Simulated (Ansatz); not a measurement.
Input file:

```yaml
crystal:
  periodic: [false, false, false]
  atoms:
    - {symbol: H, position_ang: [-2.435750, 0.000000, -0.000002]}
    - {symbol: H, position_ang: [-1.452750, 0.000000, -0.000001]}
    - {symbol: Si, position_ang: [0.082250, 0.000000, 0.000000]}
    - {symbol: H, position_ang: [0.532224, -1.416253, 0.000001]}
    - {symbol: H, position_ang: [0.532224, 0.708126, -1.226511]}
    - {symbol: H, position_ang: [0.532223, 0.708127, 1.226511]}
basis:
  gaussian: {orbitals: cc-pVDZ}
magnetization: {spin_polarized: false, initial_magnetization: 1}
correlation: {method: fic_mrcisd_q, electrons: outside_noble_gas, active_space: {window: {electrons: 9, orbitals: 9}, shells: [{species: H, l: s, shell: 1}, {species: Si, l: s, shell: 3}, {species: Si, l: p, shell: 3}]}}
```

```sh
$ ansatz run in.yaml --threads 1 --pin off --events-out ev --progress --plain --max-ram 2393MiB
```

Roughly how long does this take on 1 thread of Arm Neoverse V1, shared host, and how much host memory?

4.9 s wall and 0.35 GiB.

```
794 factors; integrals over basis functions are off by at most 2.4e-7 eV
mean field evaluation 1: about -7936.9237 eV, gradient 9.8e0 eV
mean field evaluation 2: about -7936.9426 eV, gradient 9.8e0 eV
mean field evaluation 4: about -7937.7220 eV, gradient 8.9e-1 eV
mean field evaluation 8: about -7937.7443 eV, gradient 3.7e-2 eV
mean field -7937.74433849 eV, -291.7067240432 hartree, gradient 1.5e-6 eV, S^2 0.750000; 0 other end points of the search recorded, 0 dependent functions left out
reference -7937.74433849 eV, -291.7067240432 hartree; 10, 9 occupied and 33, 34 virtual orbitals, 794 factors
state -7939.43961972 eV, -291.7690244791 hartree
contracted CI cycle   1: correlation 0.00000000 eV, 0.0000000000 hartree, residual 1.32e1 eV
contracted CI cycle   2: correlation -2.65320176 eV, -0.0975033662 hartree, residual 2.86e0 eV
contracted CI cycle   3: correlation -2.77910296 eV, -0.1021301499 hartree, residual 6.27e-1 eV
contracted CI cycle   4: correlation -2.78515055 eV, -0.1023523948 hartree, residual 1.39e-1 eV
contracted CI cycle   5: correlation -2.78542480 eV, -0.1023624735 hartree, residual 3.08e-2 eV
contracted CI cycle   6: correlation -2.78543916 eV, -0.1023630010 hartree, residual 7.52e-3 eV
contracted CI cycle   7: correlation -2.78543998 eV, -0.1023630314 hartree, residual 1.81e-3 eV
contracted CI cycle   8: correlation -2.78544003 eV, -0.1023630332 hartree, residual 4.56e-4 eV
state -7939.43961972 eV, -291.7690244791 hartree; corrected -7942.37066590 eV, -291.8767384397 hartree
Total energy: -7942.37066590 eV, -291.8767384397 hartree
Checks for a lower state left out: starts, orbital_swaps
```

For the same geometry and basis UCCSDT(Q) lies 21.5 meV lower.
